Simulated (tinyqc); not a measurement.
Inside a calculation. Method: G0W0 on RHF in the sto-3g basis, for H2F+, spin multiplicity 1. One step of it, computed by the program tinyqc.

Task: Screening: direct RPA. With D = e_a - e_i and K = (ia|jb): diagonalise D^(1/2) (D + 4K) D^(1/2) = Z w^2 Z^T; X + Y = D^(1/2) Z w^(-1/2), each column of Z with its largest component positive (the first on a tie); E_c = (sum w - tr (D + 2K)) / 2.

orbital energies (hartree): MO1 -26.580824, MO2 -1.994686, MO3 -1.119144, MO4 -1.025225, MO5 -1.003569, MO6 -0.071879, MO7 0.073893

Two-electron integrals over orbitals (pq|rs), unique and non-zero (hartree):
```
(11|11) 5.363057    (21|11) -0.507280   (21|21) 0.076051    (22|11) 1.208423
(22|21) -0.020131   (22|22) 0.858795    (31|31) 0.017230    (32|31) 0.025532
(32|32) 0.153920    (33|11) 0.973342    (33|21) -0.008257   (33|22) 0.747175
(33|33) 0.717495    (41|11) 0.119768    (41|21) -0.015570   (41|22) 0.012091
(41|33) 0.004549    (41|41) 0.027455    (42|11) -0.092728   (42|21) 0.007202
(42|22) -0.005241   (42|33) -0.006770   (42|41) 0.030442    (42|42) 0.161809
(43|31) -0.003181   (43|32) 0.008025    (43|43) 0.048387    (44|11) 1.147658
(44|21) -0.013906   (44|22) 0.813604    (44|33) 0.700280    (44|41) -0.009791
(44|42) -0.085312   (44|44) 0.874135    (51|51) 0.029580    (52|51) 0.039317
(52|52) 0.183173    (53|53) 0.037416    (54|51) -0.008673   (54|52) -0.031888
(54|54) 0.052661    (55|11) 1.264017    (55|21) -0.014338   (55|22) 0.882554
(55|33) 0.736505    (55|41) 0.003425    (55|42) -0.051165   (55|44) 0.828195
(55|55) 0.997514    (61|11) 0.196664    (61|21) -0.030934   (61|22) 0.004458
(61|33) 0.002196    (61|41) -0.006117   (61|42) -0.018795   (61|44) 0.012062
(61|55) 0.005515    (61|61) 0.018983    (62|11) -0.270064   (62|21) 0.007065
(62|22) -0.137882   (62|33) -0.084724   (62|41) -0.017221   (62|42) -0.044982
(62|44) -0.096210   (62|55) -0.142576   (62|61) 0.005059    (62|62) 0.071760
(63|31) -0.003650   (63|32) 0.024853    (63|43) 0.019209    (63|63) 0.070020
(64|11) -0.281052   (64|21) 0.003835    (64|22) -0.150853   (64|33) -0.088442
(64|41) -0.005629   (64|42) 0.010585    (64|44) -0.156999   (64|55) -0.156329
(64|61) 0.000854    (64|62) 0.059613    (64|64) 0.080274    (65|51) -0.012796
(65|52) -0.049814   (65|54) -0.009554   (65|65) 0.024316    (66|11) 0.671236
(66|21) -0.005313   (66|22) 0.554471    (66|33) 0.539901    (66|41) 0.014748
(66|42) 0.064187    (66|44) 0.526139    (66|55) 0.532568    (66|61) -0.004850
(66|62) -0.048831   (66|64) -0.025800   (66|66) 0.533985    (71|31) 0.016593
(71|32) 0.023670    (71|43) -0.003145   (71|63) -0.003177   (71|71) 0.015994
(72|31) 0.017687    (72|32) 0.069264    (72|43) -0.021116   (72|63) -0.024905
(72|71) 0.016439    (72|72) 0.057180    (73|11) 0.429503    (73|21) -0.008264
(73|22) 0.216705    (73|33) 0.165206    (73|41) -0.001037   (73|42) -0.055744
(73|44) 0.201971    (73|55) 0.236916    (73|61) 0.004832    (73|62) -0.067589
(73|64) -0.091601   (73|66) 0.016185    (73|73) 0.164310    (74|31) -0.006916
(74|32) -0.052973   (74|43) 0.006136    (74|63) -0.044473   (74|71) -0.006718
(74|72) -0.010953   (74|74) 0.048736    (75|53) 0.025661    (75|75) 0.019870
(76|31) -0.009181   (76|32) -0.089406   (76|43) -0.050737   (76|63) -0.086690
(76|71) -0.008852   (76|72) 0.004618    (76|74) 0.061513    (76|76) 0.162378
(77|11) 0.778111    (77|21) -0.007482   (77|22) 0.600414    (77|33) 0.599885
(77|41) 0.003040    (77|42) 0.006919    (77|44) 0.578275    (77|55) 0.588919
(77|61) 0.002147    (77|62) -0.042292   (77|64) -0.031522   (77|66) 0.527745
(77|73) 0.068807    (77|77) 0.564626
```

Give: D^(1/2) (D + 4K) D^(1/2); excitation energies w; X + Y; RPA correlation energy.

Result:

D^(1/2) (D + 4K) D^(1/2) (hartree^2):
```
         1>6      1>7     2>6     2>7     3>6     3>7     4>6     4>7
1>6  704.737    0.000   0.144   0.000   0.000   0.109   0.017   0.000
1>7    0.000  712.179   0.000   0.488  -0.067   0.000   0.000  -0.145
2>6    0.144    0.000   4.249   0.000   0.000  -0.409   0.323   0.000
2>7    0.000    0.488   0.000   4.752  -0.147   0.000   0.000  -0.066
3>6    0.000   -0.067   0.000  -0.147   1.390   0.000   0.000  -0.191
3>7    0.109    0.000  -0.409   0.000   0.000   2.207  -0.391   0.000
4>6    0.017    0.000   0.323   0.000   0.000  -0.391   1.215   0.000
4>7    0.000   -0.145   0.000  -0.066  -0.191   0.000   0.000   1.422
5>6    0.000    0.000   0.000   0.000   0.000   0.000   0.000   0.000
5>7    0.000    0.000   0.000   0.000   0.000   0.000   0.000   0.000

       5>6    5>7
1>6  0.000  0.000
1>7  0.000  0.000
2>6  0.000  0.000
2>7  0.000  0.000
3>6  0.000  0.000
3>7  0.000  0.000
4>6  0.000  0.000
4>7  0.000  0.000
5>6  0.959  0.000
5>7  0.000  1.247
```

excitation energies w (hartree): 0.979  1.034  1.099  1.116  1.264  1.491  2.092  2.182  26.547  26.687

X + Y:
```
         1       2      3      4       5       6       7       8
1>6  0.000   0.000  0.000  0.000   0.000  -0.001  -0.001   0.000
1>7  0.000   0.000  0.001  0.000   0.000   0.000   0.000  -0.002
2>6  0.000  -0.078  0.000  0.000   0.000   0.265   0.931   0.000
2>7  0.000   0.000  0.059  0.000  -0.020   0.000   0.000   0.973
3>6  0.000   0.000  0.722  0.000  -0.612   0.000   0.000  -0.029
3>7  0.000   0.329  0.000  0.000   0.000   0.831  -0.155   0.000
4>6  0.000   0.912  0.000  0.000   0.000  -0.228   0.084   0.000
4>7  0.000   0.000  0.672  0.000   0.690   0.000   0.000  -0.012
5>6  0.975   0.000  0.000  0.000   0.000   0.000   0.000   0.000
5>7  0.000   0.000  0.000  0.982   0.000   0.000   0.000   0.000

         9     10
1>6  0.999  0.000
1>7  0.000  0.999
2>6  0.000  0.000
2>7  0.000  0.000
3>6  0.000  0.000
3>7  0.000  0.000
4>6  0.000  0.000
4>7  0.000  0.000
5>6  0.000  0.000
5>7  0.000  0.000
```

RPA correlation energy = -0.05417 hartree
